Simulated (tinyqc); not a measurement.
Worked calculation: RHF in the sto-3g basis, for LiH, spin multiplicity 1. One step of it, computed by the program tinyqc.

Question. Orthogonalisation. S = U s U^T; symmetric (Loewdin) form X = U s^(-1/2) U^T, so that X^T S X = 1.

overlap S, lower triangle:
```
           1Li 1s    1Li 2s   1Li 2px   1Li 2py   1Li 2pz     2H 1s
1Li 1s   1.000000
1Li 2s   0.241137  1.000000
1Li 2px  0.000000  0.000000  1.000000
1Li 2py  0.000000  0.000000  0.000000  1.000000
1Li 2pz  0.000000  0.000000  0.000000  0.000000  1.000000
2H 1s    0.030701  0.309273  0.000000  0.000000  0.433332  1.000000
```

Give: eigenvalues of S; X.

Answer.

eigenvalues of S: 0.4546  0.8027  1.0000  1.0000  1.1804  1.5622

X, lower triangle:
```
          1Li 1s   1Li 2s  1Li 2px  1Li 2py  1Li 2pz   2H 1s
1Li 1s    1.0234
1Li 2s   -0.1304   1.0707
1Li 2px   0.0000   0.0000   1.0000
1Li 2py   0.0000   0.0000   0.0000   1.0000
1Li 2pz  -0.0071   0.0656   0.0000   0.0000   1.0896
2H 1s     0.0176  -0.1943   0.0000   0.0000  -0.2667  1.1359
```
